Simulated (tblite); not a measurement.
Compound: furan, C4H4O.
SMILES: `C1=COC=C1`

Computed values, GFN2-xTB/tblite, gas phase, harmonic and unscaled. Against measured fundamentals such values can be off by several per cent, at times by over 20.

Harmonic wavenumbers (cm⁻¹): 588.4, 606.5, 765.8, 781.5, 830.0, 846.0, 851.0, 855.6, 1027.4, 1056.1, 1079.6, 1164.1, 1170.0, 1233.3, 1374.0, 1451.6, 1566.6, 3168.0, 3170.4, 3183.6, 3193.2.

A = 9699, B = 9357, C = 4763 MHz; mass 68.026 u (most abundant isotopes); point group C2v, symmetry number 2.

**Question.** Zero-point energy?

**Answer.** Half the sum of the wavenumbers: 14981 cm⁻¹ = 42.83 kcal/mol.

**Question.** Entropy at 298.15 K, 1 bar (ideal gas, RRHO, classical rotation)?

**Answer.** Translation 38.60, rotation 22.75, vibration 2.46: S = 63.8 cal/(mol K).

**Question.** And Cp and H(298.15 K) − H(0)?

**Answer.** Cp = 15.60 cal/(mol K), of which vibrations give 7.65 (their classical limit is 21 R = 41.7); H(298.15 K) − H(0) = 2.95 kcal/mol without the zero-point energy, 0.58 from vibrations.

**Question.** What must be added to the electronic energy to get the Gibbs energy at 298.15 K and 1 bar?

**Answer.** ZPE + [H(298.15 K) − H(0)] − T·S = 42.83 + 2.95 − 19.02 = 26.76 kcal/mol.

**Question.** Which modes carry the vibrational entropy at 298.15 K?

**Answer.** 588.4 cm⁻¹: 0.47; 606.5 cm⁻¹: 0.44; 765.8 cm⁻¹: 0.24; 781.5 cm⁻¹: 0.22; 830.0 cm⁻¹: 0.18; 846.0 cm⁻¹: 0.17 cal/(mol K); the other 15 give 0.74 together.
